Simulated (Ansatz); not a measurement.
A structure relaxed at PBE0-D4/def2-TZVP, charge 0, multiplicity 1:

```tsv
atom	x (Å)	y (Å)	z (Å)
C1	0.0075	-1.6585	1.0632
C2	-0.1159	-1.2214	-0.3870
O3	-1.2674	-0.4513	-0.6240
C4	-1.1965	0.8585	-0.0975
C5	0.0330	1.5732	-0.6227
C6	1.2470	0.7069	-0.3511
O7	1.0479	-0.5949	-0.8644
H8	0.1299	-0.8221	1.7519
H9	0.8722	-2.3154	1.1692
H10	-0.8901	-2.2077	1.3516
H11	-0.2364	-2.1030	-1.0203
H12	-2.1174	1.3559	-0.4058
H13	-1.1845	0.8368	1.0020
H14	0.1432	2.5511	-0.1449
H15	-0.0693	1.7274	-1.7005
H16	1.4576	0.6728	0.7278
H17	2.1392	1.0918	-0.8475
```

Task: Give its formula and SMILES.

Result: C5H10O2, `CC1OCCCO1`.

Task: Point group (tolerance 0.08 Å, 0.16 Å for H)?

Result: Cs.

Task: Summarise the bond lengths by kind.

Result: 3 × C–C 1.516 to 1.520 Å; 10 × C–H 1.090 to 1.100 Å; 4 × C–O 1.405 to 1.413 Å.

Program: Ansatz 0.2.0.
